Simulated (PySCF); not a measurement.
# C3H2O: the cost of one run

Program: PySCF 2.14.0. Level of theory: levels as typed in each script, gas phase, geometry from GFN2-xTB. These are calculated values, not measurements.

### 1 Starting geometry

SMILES `O=C1C=C1`, 6 atoms, charge 0, spin multiplicity 1.

Bond lengths: O1–C2 1.189 Å, C2–C3 1.431 Å, C2–C4 1.431 Å, C3–C4 1.349 Å, C3–H5 1.067 Å, C4–H6 1.067 Å. Angles: O1–C2–C3 151.9°, O1–C2–C4 151.9°, C3–C2–C4 56.2°, C2–C3–C4 61.9°, C2–C3–H5 153.3°, C4–C3–H5 144.8°, C2–C4–C3 61.9°, C2–C4–H6 153.3°, C3–C4–H6 144.8°.

Geometry (Å):

```xyz
6
charge 0, multiplicity 1
O    -1.5247    0.0000    0.0000
C    -0.3353    0.0001    0.0000
C     0.9270   -0.6746    0.0000
C     0.9271    0.6745    0.0000
H     1.5424   -1.5468    0.0000
H     1.5425    1.5468    0.0000
```

### 2 Density, bond paths and surface potential (PBE0/def2-svpd)

Input file input.py:

```python
import numpy as np
from pyscf import gto, scf, dft
from pyscf.scf import atom_ks, atom_hf
from scipy.linalg import block_diag

def solve(mol, dm0=None, hcore=None):
    mf = (dft.UKS if mol.spin else dft.RKS)(mol, xc='pbe0')
    mf.grids.level = 3
    mf = mf.density_fit(auxbasis='def2-universal-jkfit')
    mf.conv_tol, mf.max_cycle = 1e-8, 80
    if hcore is not None:
        mf.get_hcore = lambda *args: hcore
    mf.kernel(dm0)
    if not mf.converged:
        mf = mf.newton().run(mf.mo_coeff, mf.mo_occ, max_cycle=30)
    assert mf.converged, 'SCF not converged'
    return mf

mol = gto.M(atom='''
O     -1.52473    -0.00002     0.00000
C     -0.33526     0.00007     0.00000
C      0.92703    -0.67459     0.00000
C      0.92706     0.67455     0.00000
H      1.54244    -1.54682     0.00000
H      1.54251     1.54675     0.00000
''', basis='def2-svpd', charge=0, spin=0, verbose=4)
mf = solve(mol)
mf.analyze()
# spherically averaged free atoms, for the promolecule
atm = atom_ks.get_atm_nrks(mol, xc='pbe0')
pro = block_diag(*[(atm[a[0]][2] * atm[a[0]][3]) @ atm[a[0]][2].T for a in mol._atom])
np.savez('result.npz', e=mf.e_tot, c=mf.mo_coeff, occ=mf.mo_occ, eps=mf.mo_energy, pro=pro, dip=mf.dip_moment(verbose=0), s2=mf.spin_square()[0])
```

On the command line:

```
$ OMP_NUM_THREADS=1 python input.py
```

Q: Estimate wall time and peak memory on 1 thread of Arm Neoverse N1, shared host.

About 9.6 s, with a peak of 0.39 GiB.
